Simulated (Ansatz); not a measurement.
[H···H···CH₃], doublet along the distance H1-H2

Starting geometry:

```yaml
atoms:
  - { symbol: H, position_ang: [-2.1409, 0.0000, 0.0000] }
  - { symbol: H, position_ang: [-1.3959, 0.0000, 0.0000] }
  - { symbol: C, position_ang: [0.2371, 0.0000, 0.0000] }
  - { symbol: H, position_ang: [0.2371, -1.0800, 0.0000] }
  - { symbol: H, position_ang: [0.2371, 0.5400, 0.9353] }
  - { symbol: H, position_ang: [0.2371, 0.5400, -0.9353] }
```

From there H2 is moved from one fragment to the other while all else, the fragments' distance too, stays fixed; atoms are numbered as listed. Energies are in kcal/mol, counted from the starting geometry at the same level. Kohn–Sham curves are unrestricted where that lies lower.

Basis 6-31G; Ansatz 0.2.0. Only valence electrons are correlated (noble-gas cores frozen).

In so small a basis the reference is far from its limit while semilocal and hybrid functionals are nearer theirs (RPA and double hybrids share much of the reference's basis error), so the functionals' errors here hold much of the reference's basis and frozen-core error, which can add to them or hide them.

Full CI is exact within this basis and frozen core; it isn't the basis-set limit.

| distance H1-H2 (Å) | full CI | PBE | r2SCAN | PBE0 | B3LYP | r2SCANh | CAM-B3LYP | wB97M-V | B2PLYP | RPA-PBE |
| --- | --- | --- | --- | --- | --- | --- | --- | --- | --- | --- |
| 0.693 | 0.6 | 2.1 | 1.5 | 1.5 | 1.4 | 1.4 | 1.4 | 1.2 | 0.9 | 0.7 |
| 0.745 | 0.0 | 0.0 | 0.0 | 0.0 | 0.0 | 0.0 | 0.0 | 0.0 | 0.0 | 0.0 |
| 0.823 | 2.4 | 0.0 | 0.9 | 0.9 | 1.1 | 1.1 | 1.3 | 1.5 | 1.9 | 2.1 |
| 0.900 | 6.4 | 1.9 | 3.4 | 3.5 | 4.0 | 3.9 | 4.3 | 4.7 | 5.3 | 5.7 |
| 0.978 | 10.2 | 4.0 | 6.2 | 6.3 | 6.9 | 6.8 | 7.4 | 7.9 | 8.7 | 9.2 |
| 1.055 | 12.8 | 5.8 | 8.3 | 8.3 | 9.2 | 8.9 | 9.6 | 10.1 | 11.0 | 11.4 |
| 1.133 | 14.0 | 7.2 | 9.6 | 9.5 | 10.7 | 10.2 | 10.9 | 11.4 | 12.1 | 12.6 |
| 1.210 | 14.9 | 9.0 | 11.1 | 10.8 | 12.3 | 11.5 | 12.2 | 12.5 | 13.2 | 13.6 |
| 1.288 | 17.3 | 12.5 | 14.3 | 13.7 | 15.5 | 14.6 | 15.0 | 15.2 | 15.7 | 16.2 |

**Question.** Judged by the spread of the error over the points with a reference (largest less smallest), which of these follows full CI best and which worst?

**Answer.** Subtracting the full CI column from each: best RPA-PBE (errors from -1.4 to 0.1, spread 1.6 kcal/mol), worst PBE (from -7.0 to 1.5, spread 8.5 kcal/mol). Functionals and wave-function methods converge differently with the basis, so part of this is basis effect.
